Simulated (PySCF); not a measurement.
**State search for Cl₂**

Unrestricted PBE0; Cl def2-TZVPPD; no relativity (PySCF 2.14). Outer shells of the fragments: Cl 3s2 3p5; Cl 3s2 3p5.

Followed along the bond (rough minima from three points):

```json
{"2Ms+1": "1", "unpaired": "none", "⟨S²⟩ at the start": "0.00", "R at minimum (Å)": "1.98", "Te (eV)": "0.00"}
{"2Ms+1": "3", "unpaired": "σ ↑, π ↑", "⟨S²⟩ at the start": "2.01", "R at minimum (Å)": "none in the scan", "Te (eV)": "≤ 2.37"}
```

Solutions found at the starting distance of 1.940 Å, counted from the lowest of them; the search is not exhaustive and high or unbound solutions are not listed, so other states can lie among these:

```json
{"2Ms+1": "1", "unpaired": "none", "term": "¹Σ⁺", "E (eV)": "0.00", "⟨S²⟩": "0.00", "⟨Lz²⟩": "0.00"}
{"2Ms+1": "3", "unpaired": "σ ↑, π ↑", "term": "³Π", "E (eV)": "3.16", "⟨S²⟩": "2.01", "⟨Lz²⟩": "1.01"}
{"2Ms+1": "1", "unpaired": "σ ↑, π ↓", "term": "mixed", "E (eV)": "3.44", "⟨S²⟩": "1.01", "⟨Lz²⟩": "1.01"}
{"2Ms+1": "3", "unpaired": "σ ↑↑", "term": "³Σ⁺", "E (eV)": "7.30", "⟨S²⟩": "2.01", "⟨Lz²⟩": "0.00"}
{"2Ms+1": "3", "unpaired": "π ↑↑", "term": "³Σ⁻", "E (eV)": "7.32", "⟨S²⟩": "2.01", "⟨Lz²⟩": "0.00"}
{"2Ms+1": "3", "unpaired": "π ↑↑", "term": "mixed", "E (eV)": "8.93", "⟨S²⟩": "2.01", "⟨Lz²⟩": "2.01"}
```

A term symbol is given only where ⟨S²⟩ and ⟨Lz²⟩ are close to those of a pure state; real π, δ and φ orbitals otherwise mix terms, and g/u labels are left off.

The measured ground state is X ¹Σg+ (Huber and Herzberg, Constants of Diatomic Molecules (1979)).

Counting both spins, an empty level lies below a filled one in some of these solutions, because spin and occupation are held.
